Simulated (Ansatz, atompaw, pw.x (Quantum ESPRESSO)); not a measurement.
## From atom to crystal: PAW (atompaw) potential for W (Z = 74)

* Element: tungsten
* Generator: atompaw 4.2.0.5
* Type: PAW
* Functional: PBEsol
* Relativity: scalar-relativistic
* Frozen core: [Kr] 4d10 4f14
* Valence charge: 14
* Reference configuration: 5s2 5p6 5d4 6s2 6p0
* Partial waves: 5s (bound): rc 1.40 bohr; 6s (bound): rc 2.35 bohr; 5p (bound): rc 1.45 bohr; 6p (bound, empty): rc 2.35 bohr; 5d (bound): rc 2.05 bohr; 5d channel at 0.05 Ry: rc 2.35 bohr
* Local potential: bessel scheme, radius 1.80 bohr
* Core correction: smooth core density matched at 1.55 bohr
* Augmentation charge: besselshape compensation charge, radius 1.90 bohr; PAW radius 2.35 bohr; waves and projectors: custom polynom gramschmidtortho

Atomic tests: cutoffs needed: 30 Ry and 50 Ry (the cutoffs (Ry, on a coarse ladder) from which the occupation-weighted sum of valence levels, in a spherical-Bessel basis at the reference potential, stays within 10 and 1 mRy of its value at 400 Ry); ghost test: no extra level below or beside the all-electron valence levels (s, p, d, f tested) (spherical-Bessel basis up to 400 Ry, 20 bohr box); lowest eigenvalue of the overlap operator: 0.22 (d channel).

Crystal test: diamond W in pw.x 7.5, no spin, 8³ k-points, Fermi–Dirac smearing 0.01 Ry, cutoffs 60/600 Ry. The lattice is a test structure that the element need not adopt, and mesh and smearing are coarse.

pw.x input:

```
&control
  calculation='scf', prefix='x', pseudo_dir='./', outdir='./tmp', tstress=.true., disk_io='none'
/
&system
  ibrav=0, nat=2, ntyp=1, ecutwfc=60, ecutrho=600, nbnd=23,
  occupations='smearing', smearing='fd', degauss=0.01
/
&electrons
  conv_thr=1e-09, mixing_beta=0.4, electron_maxstep=70
/
ATOMIC_SPECIES
W 1.0 W.UPF
CELL_PARAMETERS angstrom
  0.00000000 2.88108980 2.88108980
  2.88108980 0.00000000 2.88108980
  2.88108980 2.88108980 0.00000000
ATOMIC_POSITIONS crystal
W 0.0000 0.0000 0.0000
W 0.2500 0.2500 0.2500
K_POINTS automatic
8 8 8 0 0 0
```

```bash
pw.x < W.scf.in > W.scf.out
```

**Question.** How does the run end?

**Answer.** It converges; the pressure is -0.96 GPa against -0.12 GPa from all-electron LAPW.  The log shows:

```
     number of Kohn-Sham states=           23
     kinetic-energy cutoff     =      60.0000  Ry
     charge density cutoff     =     600.0000  Ry
     scf convergence threshold =      1.0E-09
     Exchange-correlation= SLA PW PSX PSC
     number of k points=    29  Fermi-Dirac smearing, width (Ry)=  0.0100
     iteration #  1     ecut=    60.00 Ry     beta= 0.40
     total energy              =   -1501.22967102 Ry
     estimated scf accuracy    <       0.10224776 Ry
     iteration #  2     ecut=    60.00 Ry     beta= 0.40
     total energy              =   -1501.22566290 Ry
     estimated scf accuracy    <       0.02790123 Ry
     iteration #  3     ecut=    60.00 Ry     beta= 0.40
     total energy              =   -1501.22805719 Ry
     estimated scf accuracy    <       0.00086493 Ry
     iteration #  4     ecut=    60.00 Ry     beta= 0.40
     c_bands:  1 eigenvalues not converged
     c_bands:  1 eigenvalues not converged
     total energy              =   -1501.22902748 Ry
     estimated scf accuracy    <       0.00005463 Ry
     [... 14 iterations left out ...]
     iteration # 19     ecut=    60.00 Ry     beta= 0.40
     total energy              =   -1501.22904014 Ry
     estimated scf accuracy    <       0.00000004 Ry
     iteration # 20     ecut=    60.00 Ry     beta= 0.40
     total energy              =   -1501.22904015 Ry
     estimated scf accuracy    <          3.3E-09 Ry
     iteration # 21     ecut=    60.00 Ry     beta= 0.40
     total energy              =   -1501.22904014 Ry
     estimated scf accuracy    <          4.8E-09 Ry
     iteration # 22     ecut=    60.00 Ry     beta= 0.40
     the Fermi energy is    12.6234 ev
!    total energy              =   -1501.22904015 Ry
     estimated scf accuracy    <          2.4E-10 Ry
     smearing contrib. (-TS)   =      -0.01246578 Ry
     convergence has been achieved in  22 iterations
          total   stress  (Ry/bohr**3)                   (kbar)     P=       -9.58
     Message from routine punch:
     Nothing written, as per user request (disk_io='none')
```
